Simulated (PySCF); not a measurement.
C6H8.
Atom-mapped SMILES: `[CH2:1]=[C:2]=[C:3]([CH3:4])[CH:5]=[CH2:6]` (hydrogens: H7, H8 on C1; H9, H10, H11 on C4; H12 on C5; H13, H14 on C6)

The geometry is computed with GFN2-xTB (gas phase).

Give the optimised bond lengths and angles.

| bond | length (Å) | order |
| --- | --- | --- |
| C1=C2 | 1.293 | double |
| C2=C3 | 1.310 | double |
| C3–C4 | 1.505 | single |
| C3–C5 | 1.458 | single |
| C5=C6 | 1.328 | double |
| C1–H7, C1–H8 | 1.080 | single |
| C4–H9, C4–H10, C4–H11 | 1.088 | single |
| C5–H12 | 1.083 | single |
| C6–H13 | 1.077 | single |
| C6–H14 | 1.076 | single |

Bonds in one row agree within 0.01 Å and their mean is given. Orders are formal, as drawn. A selection of angles:
| angle | degrees |
| --- | --- |
| C2–C1–H7 | 122.0 |
| H7–C1–H8 | 116.1 |
| C1–C2–C3 | 179.3 |
| C2–C3–C4 | 121.0 |
| C2–C3–C5 | 119.7 |
| C4–C3–C5 | 119.3 |
| C3–C4–H9 | 110.5 |
| C3–C4–H10 | 110.0 |
| H9–C4–H10 | 108.8 |
| H10–C4–H11 | 108.5 |
| C3–C5–C6 | 125.4 |
| C3–C5–H12 | 114.8 |
| C6–C5–H12 | 119.8 |
| C5–C6–H13 | 121.1 |
| C5–C6–H14 | 122.8 |
| H13–C6–H14 | 116.1 |

Torsions: C2–C3–C5–C6 180° (antiperiplanar).

The 6 heavy atoms lie in one plane (0.000 Å rms). Of the pairs four or more bonds apart, C4···H14 is among the closest relative to their van der Waals radii: 2.67 Å, 92 % of the sum of Bondi's values. The 5 C–C bonds span 1.293 Å (C1=C2, drawn double) to 1.505 Å (C3–C4, drawn single), a spread of 0.212 Å.

Point group: Cs (tolerance 0.08 Å). No frequency check. The numbers are those of one conformer.
